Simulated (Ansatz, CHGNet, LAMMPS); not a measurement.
## Ladder of methods for the elastic constant C44 of bcc Li

Reference value: 9.6 GPa (measured, temperature not stated, not corrected to a static lattice, sources range from 9.6 to 10.7; as tabulated in Mechanics & Industry (2023), article mi220138, Table 3).

| level (code) | value (GPa) | cell (Å³/atom) |
|---|---|---|
| MEAM library.meam-Li (LAMMPS) | 9.6 | 21.60 |
| CHGNet 0.3.0 (CHGNet) | 10.7 | 19.80 |
| CHGNet-r²SCAN (CHGNet) | (withheld) | 19.88 |
| SNAP Li_Zuo_JPCA2020.quadratic.snap (LAMMPS) | 11.2 | 20.87 |
| LDA (Ansatz) | (withheld) | 19.01 |
| PBE (Ansatz) | 11.6 | 20.26 |
| PBEsol (Ansatz) | 11.6 | 20.24 |
| r²SCAN (Ansatz) | 11.3 | 21.01 |

### Question
Fill in the missing entries.

### Answer

- CHGNet-r²SCAN (CHGNet), value (GPa): 5.6
- LDA (Ansatz, a quantum-chemistry and plane-wave program), value (GPa): 11.9

Differences against the reference: MEAM library.meam-Li 0.0 %, CHGNet 0.3.0 +11.5 %, CHGNet-r²SCAN -42 %, SNAP Li_Zuo_JPCA2020.quadratic.snap +16.7 %, LDA +24 %, PBE +21 %, PBEsol +21 %, r²SCAN +17.7 %.

Leaving aside MEAM library.meam-Li, SNAP Li_Zuo_JPCA2020.quadratic.snap, which can be fitted to such values or carry a doubt: The reference's temperature isn't stated, so close values are not ranked against it. Off by more than 29 % (a bound picked here): CHGNet-r²SCAN (-42 %).

The reference has no zero-point or thermal correction, while the calculations are for a static lattice, so the differences are not the levels' errors alone. A static lattice is as a rule stiffer than a warm one, by over a tenth in soft solids.  Each level is taken at its own relaxed cell. Cutoffs differ between the levels. Ansatz's density-functional and Hartree–Fock values are scalar-relativistic unless marked +SOC, with PAW data made under PBE.

Empirical potentials (MEAM library.meam-Li) are fitted to chosen data, which need not cover the solid at hand: agreement can be built in, and what lay outside the fit can be far off. Machine-learned potentials (CHGNet 0.3.0, CHGNet-r²SCAN, SNAP Li_Zuo_JPCA2020.quadratic.snap) are trained on DFT data, which may include these solids.

Differences are worked out from the printed values.
